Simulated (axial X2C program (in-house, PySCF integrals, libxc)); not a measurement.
**CB: properties at the nuclei**

Aim: properties at the nuclei of CB, with spin–orbit coupling in the Hamiltonian from the start.

The runs use an in-house X2C program for linear molecules on PySCF integrals; two-component X2C with atomic mean-field terms, C dyall-v3z, B dyall-v3z.

All values are calculated.

## Step 1: Input

Contents of task.json:

```json
{"zs": [6, 5], "q": 0, "bas": ["dyall-v3z", "dyall-v3z"], "r0": 1.45, "levels": ["PBE0", "HF", "TPSSh", "PBE50", "BHandHLYP"], "nst": 3}
```

Keys: zs atomic numbers; q charge; bas basis sets; r0 starting distance in Å; levels methods (HF also brings MP2); nst determinants followed.

Started as:

```console
> python soeom.py task.json out
```

After this run come: Expectation values, lowest determinant; Expectation values, a higher determinant; Expectation values, a higher determinant.

Q: Predict the outcome of this session. Wanted: lowest determinant; Eeff magnitude; Ws magnitude C; A∥/gI C; qzz C; higher determinant (for each run or level that gives them).

The runs gave:

| quantity | value |
| --- | --- |
| lowest determinant | Ω = 3/2 (excess of +ω over −ω: ω = 3/2) |
| Eeff magnitude (GV/cm), PBE0 | 0.00586 |
| Ws magnitude C (kHz), PBE0 | 0.000408 |
| A∥/gI C (MHz), PBE0 | -19.1 |
| qzz C (a.u.), PBE0 | -0.76 |
| higher determinant | Ω = 1/2 (excess of +ω over −ω: 2 × ω = -1/2, ω = 3/2) |
| Eeff magnitude (GV/cm), PBE0, higher determinant | 0.00493 |
| Ws magnitude C (kHz), PBE0, higher determinant | 0.00121 |
| A∥/gI C (MHz), PBE0, higher determinant | -84.8 |
| qzz C (a.u.), PBE0, higher determinant | -0.65 |
| higher determinant | Ω = 1/2 (excess of +ω over −ω: ω = 1/2) |
| Eeff magnitude (GV/cm), PBE0, higher determinant | 0.00639 |
| Ws magnitude C (kHz), PBE0, higher determinant | 0.000697 |
| A∥/gI C (MHz), PBE0, higher determinant | 28.9 |
| qzz C (a.u.), PBE0, higher determinant | -0.79 |

**Reading.** In the first state, the effective field runs from 0.00527 to 0.0109 GV/cm over the mean-field levels, so the levels don't agree on it. The expectation values come from single determinants, which for open shells can mix terms of unlike spin or miss the lowest Ω, so a determinant need not be a state. Eeff is the effective electric field on the electron dipole moment in this Ω state and Ws the scalar–pseudoscalar constant (defined with the proton number Z and per Ω); A∥ is the parallel hyperfine constant, which follows by multiplying with the nuclear g factor gI = μI/(I μN); qzz is the electric field gradient, eQq0 = 234.96 MHz × Q/barn × qzz; μ is positive if B is the positive end. The operators were transformed with the bare-nucleus X2C matrices.
